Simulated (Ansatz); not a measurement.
Energy needed to pull apart BPH$_{6}$ (SMILES [BH3-][PH3+]), singlet, into free ground-state atoms, from the structure below (displaced at random from its PBE0-D4/def2-TZVP minimum); no zero-point or spin–orbit terms; open-shell atoms are treated unrestricted, in their ground-state multiplicity.

```tsv
atom	x (Å)	y (Å)	z (Å)
B1	-0.5355	0.3442	-0.8025
P2	0.4508	-0.1342	0.6260
H3	-1.7590	0.2115	-0.5879
H4	-0.2686	-0.6245	-1.5958
H5	-0.1674	1.2688	-1.3389
H6	0.2626	0.8759	1.7423
H7	1.7295	-0.3208	0.4593
H8	0.0595	-1.4498	1.3806
```

Program: Ansatz 0.2.0. Basis: def2-TZVPP. Cores are frozen in the correlated methods.

```csv
method,atomization energy (eV)
PBE-D4,23.10
r2SCAN-D4,?
PBE0-D4,22.91
wB97M-V,23.13
HF,16.94
MP2,?
CCSD,22.09
CCSD(T),22.30
```

Q: What does r2SCAN-D4 give? (To be estimated.)

A: Computed: 23.12 eV, which is about 0.83 eV more than CCSD(T)/def2-TZVPP.

Q: What does MP2 give? (An estimate is asked for; the value comes from the calculation.)

A: By the calculation: 21.96 eV, which is about 0.34 eV less than CCSD(T)/def2-TZVPP.

In triple zeta the MP2 and coupled-cluster atomization energies are still short of their basis limit by a few kcal/mol a bond, whereas those of the functionals are nearly converged, so these differences are not deviations from converged CCSD(T).

No T1 diagnostic of these runs exceeds 0.013.

For scale, one of the runs: CCSD(T)/def2-TZVPP forces, 157 basis functions (an equivalent command: `ansatz run in.yaml --threads 2`). The run took 56 s on 2 CPU threads (shared host), with 1.9 GiB of host memory at its peak.
